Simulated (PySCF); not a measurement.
[H···H···BH2], doublet: transfer scan

All five atoms lie in one plane.

Starting geometry:

```xyz
5

H    -2.2638    0.0000    0.0000
H    -1.5188    0.0000    0.0000
B     0.2172    0.0000    0.0000
H     0.7263    0.0000    1.0770
H     0.7263    0.0000   -1.0770
```

From there atom H2 is moved from one fragment to the other while all else, the fragments' distance too, stays fixed, so the hump isn't the reaction's barrier; atoms are numbered as listed. Energies are in kJ/mol, counted from the starting geometry at the same level. Kohn–Sham curves keep the symmetry of the cluster determinant, unrestricted for open shells and where UHF breaks spin symmetry.

Basis 6-31G; PySCF 2.14.0. Only valence electrons are correlated (noble-gas cores frozen).

Full CI is exact within this basis and frozen core; it isn't the basis-set limit.

```
distance H1-H2 (Å)    PBE
             0.693   11.9
             0.745    0.0
             0.826   -5.8
             0.907   -5.5
             0.988   -5.2
             1.068   -7.5
             1.149  -11.5
             1.230  -13.7
             1.311   -8.6
```

Question: Estimate the full CI curve in 6-31G from this one, knowing how PBE errs.

Answer: The computed full CI values, in kJ/mol from the starting point, and the error of PBE against them:
```json
{"distance H1-H2 (Å)": "0.693", "full CI": "6.7", "PBE less full CI": "5.2"}
{"distance H1-H2 (Å)": "0.745", "full CI": "0.0", "PBE less full CI": "0.0"}
{"distance H1-H2 (Å)": "0.826", "full CI": "1.6", "PBE less full CI": "-7.4"}
{"distance H1-H2 (Å)": "0.907", "full CI": "7.1", "PBE less full CI": "-12.6"}
{"distance H1-H2 (Å)": "0.988", "full CI": "8.8", "PBE less full CI": "-14.0"}
{"distance H1-H2 (Å)": "1.068", "full CI": "4.2", "PBE less full CI": "-11.7"}
{"distance H1-H2 (Å)": "1.149", "full CI": "-4.9", "PBE less full CI": "-6.6"}
{"distance H1-H2 (Å)": "1.230", "full CI": "-13.3", "PBE less full CI": "-0.3"}
{"distance H1-H2 (Å)": "1.311", "full CI": "-14.3", "PBE less full CI": "5.7"}
```

The error spans 19.7 kJ/mol and is largest, -14.0 kJ/mol, at 0.988 Å.

In so small a basis the reference is far from its limit while semilocal and hybrid functionals are nearer theirs, so the functionals' errors here hold much of the reference's basis and frozen-core error, which can add to them or hide them.
